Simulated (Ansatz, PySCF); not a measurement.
This PySCF input computes a CCSD(T)/cc-pVDZ energy:

```python
from pyscf import gto, scf, mp, cc as ccmod

mol = gto.M(
    atom='''
    C     0.13024566    0.85108141   -0.45470947
    O    -0.00376065   -0.00303305    0.86250643
    C     0.02493219   -0.64005001   -0.38613383
    H    -0.92028812    1.20080584   -0.62002850
    H    -0.89689779   -1.18874982   -0.64519838
    H     0.91620393   -1.25398011   -0.58976473
    ''',
    basis='cc-pvdz',
    charge=-1,
    spin=0,
    verbose=4,
)

mf = scf.RHF(mol)
mf.conv_tol = 1e-10
mf.max_cycle = 100
mf.kernel()
mp2 = mp.MP2(mf, frozen=3).run()
cc = ccmod.CCSD(mf, frozen=3)
cc.max_cycle = 100
cc.kernel()
et = cc.ccsd_t()
print(f'E(CCSD(T)) = {cc.e_tot + et:.9f}')
```

Task: Write an input for the same energy in Ansatz (a first-principles code) and say what it gives.

Result: 
Ansatz 0.2 input:
```yaml
crystal:
  periodic: [false, false, false]
  atoms:
    - {symbol: C, position_ang: [0.13024566, 0.85108141, -0.45470947]}
    - {symbol: O, position_ang: [-0.00376065, -0.00303305, 0.86250643]}
    - {symbol: C, position_ang: [0.02493219, -0.64005001, -0.38613383]}
    - {symbol: H, position_ang: [-0.92028812, 1.20080584, -0.62002850]}
    - {symbol: H, position_ang: [-0.89689779, -1.18874982, -0.64519838]}
    - {symbol: H, position_ang: [0.91620393, -1.25398011, -0.58976473]}
basis:
  gaussian:
    orbitals: cc-pVDZ
total_charge: -1
magnetization: {spin_polarized: false}
correlation: {method: ccsd_t, electrons: outside_noble_gas}
```
It gives -152.69969 Eh, and PySCF -152.69969 Eh, a difference of 0.00 mEh.

It need not be the lowest isomer of its formula. Whether it binds its extra electron was not tested at this geometry.
